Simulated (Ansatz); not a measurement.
Spinel MgSc2S4, treated with PBEsol in Ansatz (PAW).

Settings: plane-wave cutoff 520 eV, 6×6×6 k mesh, Fermi–Dirac smearing 0.01 eV, scalar-relativistic PAW data made under PBE.

Cell (relaxed at this level):

```xyz
14
Lattice="0.0000 5.2904 5.2904 5.2904 0.0000 5.2904 5.2904 5.2904 0.0000" Properties=species:S:1:pos:R:3 pbc="T T T"
Sc     3.9678     1.3226     3.9678
Sc     3.9678     3.9678     1.3226
Sc     1.3226     3.9678     3.9678
Sc     1.3226     1.3226     1.3226
S      6.6985     6.6985     3.8822
S      6.5274     9.3437     6.5274
S      3.8822     3.8822     3.8822
S      9.3437     6.5274     6.5274
S      6.6985     3.8822     6.6985
S      6.5274     6.5274     9.3437
S      3.8822     6.6985     6.6985
S      9.3437     9.3437     9.3437
Mg     7.9356     7.9356     7.9356
Mg     5.2904     5.2904     5.2904
```

Question: Give the computed band gap.

Answer: 
band gap: 1.46 eV (direct)

The computed numbers hold no vibrational or temperature effects.

It cost very roughly 70 core-seconds of CPU time.

Ansatz is an electronic-structure program.
